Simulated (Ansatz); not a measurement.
For zinc-blende HgS (metastable phase), rVV10 in Ansatz (PAW) gives:

| Item | Result |
|---|---|
| equilibrium lattice constant a | 6.012 Å |
| bulk modulus | 51.8 GPa |
| cohesive energy | 1.97 eV/atom |

What does HSE06 (Ansatz, a program for electronic structure, PAW) give for the same quantities?


- lattice constant a: 5.923 Å (shrinks by 1.5 %)
- bulk modulus: 59.4 GPa (rises by 15 %)
- cohesive energy: 1.77 eV/atom (falls by 0.20 eV/atom)

For comparison: lattice constant a 5.841 Å (measured, 295 K, not corrected to a static lattice; as tabulated in Cardona et al. (2009), arXiv:0908.2634).

Changes are worked out from the printed values.

Unless a cell is named, each level is at its own relaxed cell (rVV10 27.17, HSE06 25.97 Å³/atom).

Levels without +SOC leave out spin–orbit coupling, which shifts energies and cells of such heavy elements.

Ansatz's density-functional and Hartree–Fock values are scalar-relativistic unless marked +SOC, with PAW data made under PBE.
